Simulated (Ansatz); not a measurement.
The input, for Ansatz 0.2.0:

```yaml
crystal:
  periodic: [false, false, false]
  atoms:
    - {symbol: Ga, position_ang: [0.000000, -0.026489, 0.007447]}
    - {symbol: H, position_ang: [0.000000, 1.067756, -1.905729]}
    - {symbol: H, position_ang: [0.000000, 0.764585, 1.390559]}
basis:
  gaussian: {orbitals: cc-pVDZ, point_charges: [{charge: -1.00, position_ang: [3.121, 0.070, 0.853]}]}
magnetization: {spin_polarized: false, initial_magnetization: 1}
hamiltonian: {xc: pbe}
correlation: {method: fic_mrcisd_q, electrons: outside_noble_gas, active_space: {window: {electrons: 3, orbitals: 3}}}
accuracy: high
```

```sh
$ ansatz run in.yaml --threads 1 --pin off --events-out ev --progress --plain --max-ram 2393MiB
```

Task: One thing in this input was set wrong on purpose, beside settings that are merely unusual. What is the gravest fault, and what does the program do?

Result: Active space on a functional. How the run ends: refused.
```
Error: invalid value for `correlation.active_space`: it starts from restricted Hartree–Fock orbitals; set hamiltonian.xc: hf without magnetization.spin_polarized
```
